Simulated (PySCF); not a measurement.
## Core-level binding energies of `C=PC(F)(F)F`

Compound: C₂H₂F₃P.
Cartesian coordinates in Å at the GFN2-xTB level; atoms count from 1:
```
atom  x, y, z in Å
C1     1.4989   -0.0485   -0.3971
P2     0.3136   -1.2105   -0.4303
C3    -1.1285   -0.0738    0.1072
F4    -1.3178    0.9395   -0.7534
F5    -2.2854   -0.7419    0.1841
F6    -0.9136    0.4788    1.3120
H7     1.3323    0.9829   -0.1311
H8     2.5094   -0.3170   -0.6545
```

Method used: delta-SCF UKS SCAN, pcX-2 on the ionised atom, pcseg-1 elsewhere, spin-free X2C (PySCF 2.14.0). Binding energies are ΔSCF values: E(core-ionised, relaxed orbitals) − E(ground state) at a fixed geometry, referred to the vacuum level.

Question: List the computed XPS lines with their assignment.

Answer: 
```csv
atom(s),environment,level,binding energy (eV),2p1/2 (eV),above the level's lowest (eV),count
P2,phosphorus bonded to 2 C,P 2p3/2,137.41,138.31,0.00,1
C1,carbon bonded to P and 2 H,C 1s,291.18,–,0.00,1
C3,CF3 carbon,C 1s,297.78,–,+6.60,1
F4/F5/F6,fluorine of a CF3 group,F 1s,693.84,–,0.00,3
P2,phosphorus bonded to 2 C,P 1s,2150.93,–,0.00,1
```

The listed C 1s values span 6.60 eV, from C1 (bonded to 2 H and P (double bond)) to C3 (bonded to 3 F and P).

Question: Express the binding energy of F 1s of F4/F5/F6 in atomic units and per mole.

Answer: 693.84 eV = 25.4981 Eh = 66945 kJ/mol.

One atom of each set of topologically equivalent atoms was ionised and stands for the set; in this conformer not all members are related by symmetry, and their own values weren't computed. The 2p values add to the ΔSCF energy of one spin-free hole a correction within the shell (spin–orbit coupling, ligand field). 2p1/2 minus 2p3/2 (ligand field included): P 0.89 eV. Isolated species at its GFN2-xTB geometry, gas phase.
